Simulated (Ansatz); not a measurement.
# SiO₂+ (quartet): wave-function methods side by side, cc-pVDZ

An exercise on one series of results from a longer session: the logs are not shown, and one member is left open.

The runs use Ansatz 0.2.0, Gaussian basis; cc-pVDZ, core rule «outside noble gas», up to 7 orbitals frozen.

Plan: UHF; CCSD(T) on ROHF; CCSD(T) on UHF; BCCD(T) on ROHF; CISD as a restricted active space (open shells left free, so some higher excitations enter); CCSDT(Q) on ROHF; CCSDT(Q) on UHF.

35 further runs of the same task are left out: 12 for a known fault of the program, 7 that didn't finish, 16 set aside as unsound or not needed. Runs told in other sessions of the task aren't counted.

### What is computed

The geometry is a PBE0/def2-TZVP stationary point (not a proven minimum) of the parent state, kept for this charge and spin.

3 atoms, charge 1, spin multiplicity 4.

Atoms are counted from 1 here; the program's logs count them from 0.

Bond lengths: O1–O2 1.343 Å, O2–Si3 1.710 Å. Angles: O1–O2–Si3 113.5°.

As a file:

```tsv
atom	x (Å)	y (Å)	z (Å)
O1	0.00000	-0.34587	1.45585
O2	0.00000	0.56463	0.46839
Si3	0.00000	-0.12462	-1.09617
```

Set-up of the first run:

in.yaml reads:

```yaml
crystal:
  periodic: [false, false, false]
  atoms:
    - {symbol: O, position_ang: [0.000000, -0.345870, 1.455845]}
    - {symbol: O, position_ang: [0.000000, 0.564635, 0.468388]}
    - {symbol: Si, position_ang: [0.000000, -0.124623, -1.096174]}
basis:
  gaussian: {orbitals: cc-pVDZ}
total_charge: 1
magnetization: {spin_polarized: true, initial_magnetization: 3}
hamiltonian: {xc: hf}
output: {orbitals: {seedname: orbitals}}
```

Command:

```console
$ ansatz run in.yaml --threads 1 --pin off --events-out ev --progress --plain --max-ram 2393MiB
```

Among the steps run: UHF; CCSD(T) on ROHF; CCSD(T) on UHF; BCCD(T) on ROHF; CISD as a restricted active space (open shells left free, so some higher excitations enter); CCSDT(Q) on ROHF; CCSDT(Q) on UHF.

One table of the session follows, with a row left open; its other results are not shown here.

```
   method  from RCCSDT(Q) (kJ/mol)
     ROHF                  +1200.2
      UHF                  +1145.4
     RMP2                   +162.9
     UMP2                   +170.2
     CISD                   +190.3
    RCCSD                    +55.0
    UCCSD                    +53.6
 RCCSD(T)                    +10.6
 UCCSD(T)                    +11.0
  BCCD(T)                        ?
   RCCSDT                     +6.2
   UCCSDT                     +6.1
RCCSDT(Q)                        0
UCCSDT(Q)                     -1.6
```

Q: Estimate the row for BCCD(T) from the others.

As computed: from RCCSDT(Q) (kJ/mol): +11.6. In the column «from RCCSDT(Q) (kJ/mol)» it lies between UCCSD(T) (+11.0) and UCCSD (+53.6).

To keep in mind: Restricted and unrestricted rows rest on different reference determinants; a gap between their highest levels can come from leftover correlation error, from unlike frozen cores or from another state.
